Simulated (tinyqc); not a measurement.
Inside a calculation. Method: UKS/BLYP in the sto-3g basis, for BH2, spin multiplicity 2. One step of it, computed by the program tinyqc.

Question. Orthogonalisation. S = U s U^T; symmetric (Loewdin) form X = U s^(-1/2) U^T, so that X^T S X = 1.

overlap S, lower triangle:
```
           1B 1s     1B 2s    1B 2px     1B 2py    1B 2pz     2H 1s     3H 1s
1B 1s   1.000000
1B 2s   0.269328  1.000000
1B 2px  0.000000  0.000000  1.000000
1B 2py  0.000000  0.000000  0.000000   1.000000
1B 2pz  0.000000  0.000000  0.000000   0.000000  1.000000
2H 1s   0.056315  0.438849  0.000000   0.393745  0.242840  1.000000
3H 1s   0.056315  0.438849  0.000000  -0.393745  0.242840  0.092728  1.000000
```

Give: eigenvalues of S; X.

Answer.

eigenvalues of S: 0.3136  0.3949  0.8555  1.0000  1.1055  1.5124  1.8182

X, lower triangle:
```
          1B 1s    1B 2s  1B 2px   1B 2py   1B 2pz    2H 1s   3H 1s
1B 1s    1.0318
1B 2s   -0.1651   1.2505
1B 2px   0.0000   0.0000  1.0000
1B 2py   0.0000   0.0000  0.0000   1.1700
1B 2pz  -0.0128   0.1194  0.0000   0.0000   1.0643
2H 1s    0.0274  -0.3090  0.0000  -0.2742  -0.1671   1.2239
3H 1s    0.0274  -0.3090  0.0000   0.2742  -0.1671  -0.0107  1.2239
```
